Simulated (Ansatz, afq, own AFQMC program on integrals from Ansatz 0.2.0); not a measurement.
**SiCl₂, singlet: AFQMC among the cluster methods**

```xyz
3

Cl    0.2952    1.6158    0.3401
Si   -0.7742   -0.0105   -0.4243
Cl    0.4791   -1.6053    0.0842
```

Connectivity, by distances: Cl–Si–Cl.

Basis def2-TZVP. Noble-gas cores (and the filled d shells of Ga–Kr and In–Xe) are frozen. Integrals, coupled cluster, full CI and functionals: Ansatz 0.2.0; the random walks run on the same integrals in our own AFQMC program. The CISD trial takes its coefficients from CCSD amplitudes. Released means that phaseless walkers are propagated on without the constraint, phases kept. Free AFQMC starts from the CCSD state and is never constrained. Its projection time is finite, and what remains of the start isn't in its error. ± is one standard error of the sampling.

Determinant: RHF, the one that the program's search chose, which needn't be the lowest solution. The geometry is a PBE0/def2-SVP stationary point of this or a neighbouring charge and spin state.

No full CI on the walks' own integrals is used here; CCSDT(Q) serves as the reference and is uncertain by about the last step of the cluster series.

Cautions: restricted determinant unstable towards unrestricted (UHF 5 meV lower, ⟨S²⟩ 0.09).

- T1 diagnostic: 0.0129
- weight of the determinant in the CISD state: 0.803
- size of the correlated space: 18 electrons in 96 orbitals

```json
{"level": "MP2", "correlation energy (eV)": "-12.6397"}
{"level": "CCSD", "correlation energy (eV)": "-13.7611"}
{"level": "CCSD(T)", "correlation energy (eV)": "-14.4075"}
```

Problem. Estimate where AFQMC with the constraint released lies against CCSD(T) on the same integrals.

Solution. 2.47 ± 0.34 mEh below CCSD(T).

Reference: CCSDT(Q), correlation energy -14.480 eV. The released energy is read at 0.99 1/Eh, later times being too noisy (meV from the phaseless value at times in 1/Eh: -16 ± 6 at 0.24, -15 ± 8 at 0.51, -12 ± 9 at 0.99, -28 ± 12 at 1.50).

```tsv
level	E − E(reference) (mEh)	share of correlation (%)
CCSD(T)	2.65	99.50
CCSDT	1.34	99.75
ph-AFQMC/HF	-3.65 ± 1.20	100.69
ph-AFQMC/CISD	0.64 ± 0.21	99.88
released AFQMC	0.19 ± 0.34	99.96
free AFQMC	0.73 ± 0.61	99.86
```

Free projections are given only where their last times agree within the noise and don't stop above the reference; a slow remainder of the start can still hide under it. A walk keeps the symmetry of its determinant, which the program's search chose and which needn't be the lowest solution, so a lower state of the same spin and another symmetry isn't excluded. Released energies are given only where the last usable release times agree within the noise; a slower fall can still hide under it.
